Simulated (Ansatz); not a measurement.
**BHS₂ (SMILES B1SS1): single points off equilibrium**

An exercise on one series of results from a longer session: the logs are not shown, and one member is left open.

The runs use Ansatz 0.2.0, Gaussian basis; single points in def2-TZVPP.

Cores are frozen in the correlated methods.

### The starting structure

SMILES `B1SS1`, 4 atoms, charge 0, spin multiplicity 1.

Atoms are counted from 1 here; the program's logs count them from 0.

Bond lengths: B1–S2 1.834 Å, B1–S3 1.851 Å, B1–H4 1.233 Å, S2–S3 2.217 Å. Angles: S2–B1–S3 74.0°, S2–B1–H4 142.0°, S3–B1–H4 143.5°, B1–S2–S3 53.4°, B1–S3–S2 52.7°.

Geometry (Å):

```
B     0.40280   -0.18690   -0.07170
S    -0.48290    1.10720    0.87920
S    -1.33820   -0.19020   -0.70160
H     1.47570   -0.79200   -0.12130
```

Set-up of the first run:

Contents of run/in.yaml:

```yaml
crystal:
  periodic: [false, false, false]
  atoms:
    - {symbol: B, position_ang: [0.402800, -0.186900, -0.071700]}
    - {symbol: S, position_ang: [-0.482900, 1.107200, 0.879200]}
    - {symbol: S, position_ang: [-1.338200, -0.190200, -0.701600]}
    - {symbol: H, position_ang: [1.475700, -0.792000, -0.121300]}
basis:
  gaussian: {orbitals: def2-TZVPP}
correlation: {method: ccsd_t}
output: {forces: true}
```

The command line of these runs was not kept.

Among the steps run: CCSD(T)/def2-TZVPP; PBE0-D4/def2-TZVPP; wB97M-V/def2-TZVPP; r2SCAN-D4/def2-TZVPP; PBE-D4/def2-TZVPP; wB97X-V/def2-TZVPP; B97M-V/def2-TZVPP.

One of the session's tables, all rows but one given; the rest of the session is left out.

| method | RMS force component (eV/Å) | angle to CCSD(T) forces (°) | dipole (D) |
| --- | --- | --- | --- |
| CCSD(T) | 0.754 | reference | 1.04 |
| PBE0-D4 | 0.948 | 13.1 | 1.09 |
| wB97M-V | ? | ? | ? |
| r2SCAN-D4 | 0.862 | 8.2 | 1.05 |
| PBE-D4 | 0.738 | 6.4 | 0.90 |
| wB97X-V | 1.008 | 17.0 | 1.21 |
| B97M-V | 0.979 | 11.5 | 0.99 |

Estimate the missing values for wB97M-V.

**Answer.** RMS force component (eV/Å): 0.933; angle to CCSD(T) forces (°): 11.7; dipole (D): 1.10. In the column «RMS force component (eV/Å)» it lies between r2SCAN-D4 (0.862) and PBE0-D4 (0.948).
